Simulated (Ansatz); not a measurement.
Cohesive energy (eV/atom) of solids drawn from the class of elemental solids other than molecular ones, at two levels: PBE (Ansatz, a program for electronic structure, PAW), and LDA (PAW; Ansatz).

```tsv
solid	PBE	LDA	shift (eV/atom)
fcc Pb	2.95	3.77	+0.82
fcc Au	3.05	4.33	+1.28
hcp Tl	2.01	2.81	+0.80
fcc Ag	2.53	3.64	+1.11
hcp Y	4.19	4.92	+0.73
hcp Zr	6.20	7.41	+1.21
bcc K	0.87	1.02	+0.15
bcc Fe	4.91	6.45	+1.54
hcp Os	8.41	10.31	+1.90
α-phase Ga	2.63	3.44	+0.81
```

The shifts run from +0.15 eV/atom to +1.90 eV/atom, with a median of +0.97 eV/atom.

Over all 10 rows LDA is the larger in 10.

Ansatz's runs of these crystals have no spin polarisation, but for bcc Fe.

Density-functional runs with spin start from parallel moments for bcc Fe.

Spin–orbit coupling is left out, also for the solids with elements from indium on (fcc Pb, fcc Au, hcp Tl, hcp Os); its size isn't shown.

Free atoms are spin-polarised, in the lowest state found; at levels without +SOC their spin–orbit coupling is left out. Each level is taken at its own relaxed cell. Caveats: the cell is over a tenth larger than the published one (another phase or state, or a fault of the published cell, is possible) (PBE: hcp Tl). Ansatz's density-functional and Hartree–Fock values are scalar-relativistic unless marked +SOC, with PAW data made under PBE.
